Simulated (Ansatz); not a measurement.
The same path of AlH$_{4}$PSi (7 atoms, charge 0, multiplicity 1) was run twice with different band settings. Lost on the way: Si2–H5. Made: P3–H5.

The calculation used UKS B3LYP-D4/def2-SVP in Ansatz 0.2.0.

Relaxed end points:

```xyz
7
Properties=species:S:1:pos:R:3
Al -1.163 -0.565 -0.547
Si 0.317 1.013 0.369
P 0.613 -1.297 0.782
H -2.310 -1.103 -1.486
H 1.456 1.716 -0.290
H -0.017 1.660 1.670
H 1.164 -1.493 -0.542
```

```xyz
7
Properties=species:S:1:pos:R:3
Al -1.292 -0.100 -0.571
Si 0.206 1.738 -0.420
P 0.963 -0.476 0.123
H -2.505 -1.072 -0.272
H 1.736 -0.602 1.310
H -0.956 1.270 0.651
H 1.910 -0.826 -0.866
```

Common settings: movable images 5; climbing image yes; spring 5.0 eV/Å²; optimiser quadratic models (default); start path through a guess of the saddle point; iteration limit 60; end points relaxed.

| run | force threshold |
| --- | --- |
| 1 | 0.05 eV/Å |
| 2 | 0.5 eV/Å |

(1) What does each run give, and how far can it be trusted?

## Answers

(1) Run 1: converged after 14 iterations, highest image 1.149 eV above the first end. Beside the main top the profile has a ripple of under 15 meV (maxima at images 2, 4), which may be a very shallow well or noise. A vibrational analysis at the climbing image gives one clearly imaginary mode, 699i cm⁻¹: a first-order saddle point.
Run 2: converged after 8 iterations, highest image 1.155 eV above the first end. The threshold of 0.5 eV/Å is loose, so the images may lie well off the minimum-energy path. The order of the stationary point at the top wasn't checked.
The orbitals were unrestricted but ended closed-shell.
